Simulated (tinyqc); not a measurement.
Worked calculation (part 3 of 3): UHF in the sto-6g basis, for LiH, spin multiplicity 3. This run ends on a higher stationary point, not on the lowest solution. Computed by tinyqc, a small Python program that keeps every step (integrals from PySCF). Command: `OMP_NUM_THREADS=1 python tinyqc.py 25704 25705 out.jsonl` (the two numbers bound the seeds that draw the settings). One thread of a shared host (Intel(R) Xeon(R) Processor @ 2.60GHz), about 0.1 s of CPU time with the checks.

Geometry (angstrom):
```
atom         x         y         z
Li    0.000000  0.000000  0.000000
H     0.000000  0.000000  2.388000
```

## Iteration 14 (converged): orbitals

converged F(alpha) (hartree), order 1Li 1s, 1Li 2s, 1Li 2px, 1Li 2py, 1Li 2pz, 2H 1s:
$$\begin{pmatrix}
-2.378381 & -0.629268 & 0.000000 & 0.000000 & 0.000397 & -0.033580 \\
-0.629268 & -0.157531 & 0.000000 & 0.000000 & -0.056561 & -0.179087 \\
0.000000 & 0.000000 & 0.167205 & -0.019379 & 0.000000 & 0.000000 \\
0.000000 & 0.000000 & -0.019379 & -0.092417 & 0.000000 & 0.000000 \\
0.000397 & -0.056561 & 0.000000 & 0.000000 & 0.089233 & -0.236982 \\
-0.033580 & -0.179087 & 0.000000 & 0.000000 & -0.236982 & -0.489927
\end{pmatrix}$$

converged F(beta) (hartree), order 1Li 1s, 1Li 2s, 1Li 2px, 1Li 2py, 1Li 2pz, 2H 1s:
$$\begin{pmatrix}
-2.370387 & -0.612734 & 0.000000 & 0.000000 & 0.000405 & -0.032498 \\
-0.612734 & -0.054177 & 0.000000 & 0.000000 & -0.003858 & -0.037139 \\
0.000000 & 0.000000 & 0.189312 & 0.002492 & 0.000000 & 0.000000 \\
0.000000 & 0.000000 & 0.002492 & 0.222693 & 0.000000 & 0.000000 \\
0.000405 & -0.003858 & 0.000000 & 0.000000 & 0.180925 & -0.032161 \\
-0.032498 & -0.037139 & 0.000000 & 0.000000 & -0.032161 & 0.236221
\end{pmatrix}$$

X, order 1Li 1s, 1Li 2s, 1Li 2px, 1Li 2py, 1Li 2pz, 2H 1s:
$$\begin{pmatrix}
0.344008 & 0.731204 & 0.000000 & 0.000000 & 0.588059 & 0.249306 \\
-0.649113 & -0.561885 & 0.000000 & 0.000000 & 0.455968 & 0.420529 \\
0.000000 & 0.000000 & 0.435065 & 0.900399 & 0.000000 & 0.000000 \\
0.000000 & 0.000000 & 0.900399 & -0.435065 & 0.000000 & 0.000000 \\
-0.664721 & 0.533094 & 0.000000 & 0.000000 & -0.476623 & 0.412927 \\
0.853139 & -0.306993 & 0.000000 & 0.000000 & -0.261555 & 0.541165
\end{pmatrix}$$

Diagonalise F' = X^T F X, C = X C', fill 3 alpha and 1 beta electrons from the bottom; D(s) = C_occ C_occ^T. Each column has its largest component positive (the first on a tie).

F' = X^T F X (alpha) (hartree):
$$\begin{pmatrix}
0.014465 & -0.263767 & 0.000000 & 0.000000 & -0.214733 & -0.382874 \\
-0.263767 & -0.760047 & 0.000000 & 0.000000 & -1.065520 & -0.371504 \\
0.000000 & 0.000000 & -0.058458 & 0.089659 & 0.000000 & 0.000000 \\
0.000000 & 0.000000 & 0.089659 & 0.133247 & 0.000000 & 0.000000 \\
-0.214733 & -1.065520 & 0.000000 & 0.000000 & -1.187609 & -0.499789 \\
-0.382874 & -0.371504 & 0.000000 & 0.000000 & -0.499789 & -0.651940
\end{pmatrix}$$

orbital energies (alpha) (hartree): MO1 -2.380487, MO2 -0.507569, MO3 -0.093856, MO4 0.068033, MO5 0.168644, MO6 0.234892

coefficients C (alpha), order 1Li 1s, 1Li 2s, 1Li 2px, 1Li 2py, 1Li 2pz, 2H 1s:
$$\begin{pmatrix}
0.992307 & -0.047919 & 0.000000 & -0.264161 & 0.000000 & -0.064929 \\
0.030962 & 0.126449 & 0.000000 & 1.014072 & 0.000000 & 0.276627 \\
0.000000 & 0.000000 & 0.074029 & 0.000000 & 0.997256 & 0.000000 \\
0.000000 & 0.000000 & 0.997256 & 0.000000 & -0.074029 & 0.000000 \\
0.001291 & 0.124247 & 0.000000 & -0.209905 & 0.000000 & 1.031611 \\
-0.003438 & 0.919253 & 0.000000 & -0.239059 & 0.000000 & -0.530258
\end{pmatrix}$$

F' = X^T F X (beta) (hartree):
$$\begin{pmatrix}
0.277201 & -0.360583 & 0.000000 & 0.000000 & -0.347993 & -0.129485 \\
-0.360583 & -0.692357 & 0.000000 & 0.000000 & -1.024580 & -0.520581 \\
0.000000 & 0.000000 & 0.218326 & -0.011528 & 0.000000 & 0.000000 \\
0.000000 & 0.000000 & -0.011528 & 0.193679 & 0.000000 & 0.000000 \\
-0.347993 & -1.024580 & 0.000000 & 0.000000 & -1.090020 & -0.649562 \\
-0.129485 & -0.520581 & 0.000000 & 0.000000 & -0.649562 & -0.226662
\end{pmatrix}$$

orbital energies (beta) (hartree): MO1 -2.371651, MO2 0.086413, MO3 0.151070, MO4 0.189127, MO5 0.222878, MO6 0.402330

coefficients C (beta), order 1Li 1s, 1Li 2s, 1Li 2px, 1Li 2py, 1Li 2pz, 2H 1s:
$$\begin{pmatrix}
0.994206 & -0.212510 & 0.138950 & 0.000000 & 0.000000 & 0.089747 \\
0.023665 & 0.805743 & -0.555791 & 0.000000 & 0.000000 & -0.403891 \\
0.000000 & 0.000000 & 0.000000 & 0.997256 & 0.074029 & 0.000000 \\
0.000000 & 0.000000 & 0.000000 & -0.074029 & 0.997256 & 0.000000 \\
0.000775 & 0.262867 & 0.739861 & 0.000000 & 0.000000 & -0.712199 \\
-0.003117 & 0.360211 & 0.299836 & 0.000000 & 0.000000 & 0.981681
\end{pmatrix}$$

D(alpha) after iteration 14, order 1Li 1s, 1Li 2s, 1Li 2px, 1Li 2py, 1Li 2pz, 2H 1s:
$$\begin{pmatrix}
0.986970 & 0.024664 & 0.000000 & 0.000000 & -0.004673 & -0.047461 \\
0.024664 & 0.016948 & 0.000000 & 0.000000 & 0.015751 & 0.116132 \\
0.000000 & 0.000000 & 0.005480 & 0.073826 & 0.000000 & 0.000000 \\
0.000000 & 0.000000 & 0.073826 & 0.994520 & 0.000000 & 0.000000 \\
-0.004673 & 0.015751 & 0.000000 & 0.000000 & 0.015439 & 0.114210 \\
-0.047461 & 0.116132 & 0.000000 & 0.000000 & 0.114210 & 0.845039
\end{pmatrix}$$

D(beta) after iteration 14, order 1Li 1s, 1Li 2s, 1Li 2px, 1Li 2py, 1Li 2pz, 2H 1s:
$$\begin{pmatrix}
0.988445 & 0.023528 & 0.000000 & 0.000000 & 0.000771 & -0.003099 \\
0.023528 & 0.000560 & 0.000000 & 0.000000 & 0.000018 & -0.000074 \\
0.000000 & 0.000000 & 0.000000 & 0.000000 & 0.000000 & 0.000000 \\
0.000000 & 0.000000 & 0.000000 & 0.000000 & 0.000000 & 0.000000 \\
0.000771 & 0.000018 & 0.000000 & 0.000000 & 0.000001 & -0.000002 \\
-0.003099 & -0.000074 & 0.000000 & 0.000000 & -0.000002 & 0.000010
\end{pmatrix}$$

## Convergence

Stop when the energy changes by less than 1e-09 hartree and every element of the error matrix X^T (F D S - S D F) X (for each spin) is below 9e-06.

Course of the cycle:
```
iteration  E (hartree)     change  largest element of the error matrix
1          -7.72411159          -                             1.44e-01
2          -7.76972693  -4.56e-02                             9.75e-02
3          -7.79473601  -2.50e-02                             4.30e-02
4          -7.79935648  -4.62e-03                             1.83e-02
5          -7.80015975  -8.03e-04                             7.78e-03
6          -7.80030239  -1.43e-04                             3.27e-03
7          -7.80032748  -2.51e-05                             1.37e-03
8          -7.80033189  -4.41e-06                             5.71e-04
9          -7.80033268  -7.89e-07                             2.39e-04
10         -7.80033282  -1.44e-07                             1.00e-04
11         -7.80033285  -2.70e-08                             4.26e-05
12         -7.80033286  -5.18e-09                             1.81e-05
13         -7.80033286  -1.02e-09                             7.76e-06
14         -7.80033286  -2.03e-10                             3.34e-06
```

PySCF UHF in the same basis, after a stability check = -7.86610376 hartree

Converged in 14 iterations. But the solution lies 0.06577 hartree above the reference: it is another stationary point, not the lowest one. Reruns (cap 100 unless said): DIIS 8: converged in 7 to a higher stationary point; damping 0.5: converged in 52 to a higher stationary point; level shift 0.5: converged in 24 to a higher stationary point; atomic densities as start, DIIS 8: converged in 8.

## Populations, bond orders and dipole

overlap S, order 1Li 1s, 1Li 2s, 1Li 2px, 1Li 2py, 1Li 2pz, 2H 1s:
$$\begin{pmatrix}
1.000000 & 0.235742 & 0.000000 & 0.000000 & 0.000000 & 0.012028 \\
0.235742 & 1.000000 & 0.000000 & 0.000000 & 0.000000 & 0.220693 \\
0.000000 & 0.000000 & 1.000000 & 0.000000 & 0.000000 & 0.000000 \\
0.000000 & 0.000000 & 0.000000 & 1.000000 & 0.000000 & 0.000000 \\
0.000000 & 0.000000 & 0.000000 & 0.000000 & 1.000000 & 0.323342 \\
0.012028 & 0.220693 & 0.000000 & 0.000000 & 0.323342 & 1.000000
\end{pmatrix}$$

Mulliken: Z minus the diagonal of D S on the atom; Loewdin: the same with S^(1/2) D S^(1/2); Mayer order: 2 sum_s sum (D(s) S)_ij (D(s) S)_ji over the two atoms.

Charges (e):
```
atom   Mulliken    Loewdin  Mulliken spin
1Li   -0.093018  -0.124816       1.092929
2H     0.093018   0.124816       0.907071
```

Mayer bond orders:
```
pair     order
2-1   0.168570
```

dipole moment about the origin, x y z (debye): [0.000000, 0.000000, 0.468127]

<S^2> of the determinant (pure state: 2) = 2.000045
